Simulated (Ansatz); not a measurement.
`CC=S` and `CC(N)=S` differ in one atom or group.

Ansatz, PBE0-D4/def2-TZVP geometries, multiplicity 1. Each molecule was computed in one conformer, which needn't be the lowest.

```
                                          property  `CC=S`
               HOMO energy (B3LYP/def2-TZVPP) / eV   -6.22
                HOMO energy (PBE0/def2-TZVPP) / eV   -6.46
               HOMO–LUMO gap (PBE/def2-TZVPP) / eV    2.18
size of the dipole moment (ωB97M-V/def2-TZVPP) / D    2.41
                LUMO energy (PBE0/def2-TZVPP) / eV   -2.09
             HOMO energy (ωB97M-V/def2-TZVPP) / eV   -8.67
```

(1) What does the change do to each property? (An estimate is asked.)

Answers

(1) Computed: 
```csv
property,`CC(N)=S`,shift
HOMO energy (B3LYP/def2-TZVPP) / eV,-5.79,0.43
HOMO energy (PBE0/def2-TZVPP) / eV,-6.03,0.43
HOMO–LUMO gap (PBE/def2-TZVPP) / eV,3.10,0.92
size of the dipole moment (ωB97M-V/def2-TZVPP) / D,4.51,2.10
LUMO energy (PBE0/def2-TZVPP) / eV,-0.81,1.28
HOMO energy (ωB97M-V/def2-TZVPP) / eV,-8.23,0.44
```

With PBE0 the HOMO rises by 0.43 eV and the LUMO rises by 1.28 eV, so the gap widens by about 0.85 eV. PBE moves the HOMO by 0.40 eV and ωB97M-V by 0.44 eV. The zero-point energy changes by 47.6 kJ/mol with +6 modes. Dipoles are sizes alone; their direction can turn.

B3LYP here is the variant with VWN-RPA as its local correlation; programs differ in this.
